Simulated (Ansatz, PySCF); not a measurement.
Gas-phase enthalpy of formation at 298 K, by the atomisation route, of [O]Cl (SMILES; OCl). Geometries: B3LYP-D3(BJ)/def2-TZVP minima from Ansatz (a quantum-chemistry and plane-wave program). Valence correlation only, unless marked. UHF or UKS for open shells. No spin-orbit coupling. No relativistic terms. CBS marks a two-point X^-3 extrapolation of the correlation energy; Hartree-Fock from the larger set (for Q and 5 zeta extrapolated as (X+1)exp(-9√X)). Thermal terms are rigid-rotor harmonic-oscillator values from B3LYP-D3(BJ) frequencies (PySCF) at 298.15 K and 1 atm. 1 Eh = 627.5095 kcal/mol.

```
species  count  E, CCSD(T)/CBS(cc-pV(Q+d)Z,cc-pV(5+d)Z) (Ansatz) (Eh)  E, PBE/def2-TZVPD (Ansatz) (Eh)  measured ΔHf at 0 K (kcal/mol)  H(298) - H(0) of the element (kcal/mol)
-------  -----  -----------------------------------------------------  -------------------------------  ------------------------------  ---------------------------------------
[O]Cl        1                                             -534.81510                       -535.09916                               -                                        -
Cl atom      1                                             -459.70650                       -459.95933                           28.59                                     1.10
O atom       1                                              -75.00566                        -75.01069                           58.99                                     1.04
```

Molecule: zero-point energy 1.22, H(298) - H(0) 2.11 kcal/mol. The route leaves out scalar relativity and anharmonic zero-point terms, the atoms' spin-orbit terms, and in the frozen-core level the core correlation. Atomic data: G2/97 table in ASE.

Work out De, D0 and ΔHf at 0 and 298 K at both levels, and their errors against the measured value.


The atoms' values sum to 87.58 (0 K) and 2.14 (thermal), in kcal/mol.
- CCSD(T)/CBS(cc-pV(Q+d)Z,cc-pV(5+d)Z): De = 64.60; D0 = 64.60 - 1.22 = 63.38; ΔHf(0 K) = 87.58 - 63.38 = 24.20; ΔHf(298 K) = 24.20 + 2.11 - 2.14 = 24.17; error -0.0.
- PBE/def2-TZVPD: De = 81.04; D0 = 81.04 - 1.22 = 79.82; ΔHf(0 K) = 87.58 - 79.82 = 7.76; ΔHf(298 K) = 7.76 + 2.11 - 2.14 = 7.73; error -16.5.
Measured: 24.2 kcal/mol (G2/97 table in ASE (Curtiss et al.)). This is an older compilation, not checked against later work.
